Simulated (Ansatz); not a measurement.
C5H7N (`C=C1C=NC1C`), one more setting.

```yaml
crystal:
  periodic: [false, false, false]
  atoms:
    - {symbol: C, position_ang: [0.976353, -1.646089, -0.472326]}
    - {symbol: C, position_ang: [0.005349, -0.885177, 0.005210]}
    - {symbol: C, position_ang: [-0.976166, -0.914176, 1.084905]}
    - {symbol: N, position_ang: [-1.510181, 0.239699, 0.880519]}
    - {symbol: C, position_ang: [-0.600366, 0.484492, -0.288784]}
    - {symbol: C, position_ang: [0.276910, 1.700624, -0.147911]}
    - {symbol: H, position_ang: [1.572755, -1.330184, -1.321062]}
    - {symbol: H, position_ang: [1.208323, -2.608566, -0.030190]}
    - {symbol: H, position_ang: [-1.247701, -1.628216, 1.860214]}
    - {symbol: H, position_ang: [-1.179223, 0.517529, -1.217302]}
    - {symbol: H, position_ang: [-0.333549, 2.606172, -0.130866]}
    - {symbol: H, position_ang: [0.853719, 1.655646, 0.778347]}
    - {symbol: H, position_ang: [0.974078, 1.773444, -0.985955]}
basis:
  gaussian: {orbitals: "6-31++G**"}
hamiltonian: {xc: {name: PBE0}, dispersion: d4}
```

```sh
$ ansatz run in.yaml --threads 4 --pin off --events-out ev --progress --plain --max-ram 10444MiB
```

It prints (some lines left out):

```
Functional definition: PBE0
1643 factors; their error is unknown
mean field evaluation 1: about -6768.5856 eV, gradient 6.5e1 eV
mean field evaluation 2: about -6763.9830 eV, gradient 7.8e1 eV
mean field evaluation 4: about -6779.3594 eV, gradient 6.2e0 eV
mean field evaluation 8: about -6779.4433 eV, gradient 2.1e-1 eV
mean field evaluation 16: about -6779.3774 eV, gradient 1.9e-4 eV
mean field -6779.37740629 eV, -249.1375244543 hartree, gradient 4.9e-5 eV, S^2 0.000000; 0 other end points of the search recorded, 0 dependent functions left out
reference -6779.37747876 eV, -249.1375271172 hartree; 22, 22 occupied and 134, 134 virtual orbitals, 1643 factors
Total energy: -6779.61072592 eV, -249.1460987923 hartree
```

Run time 1.9 s (4 threads of an Arm Neoverse V1 on a shared host); peak host memory 0.53 GiB.
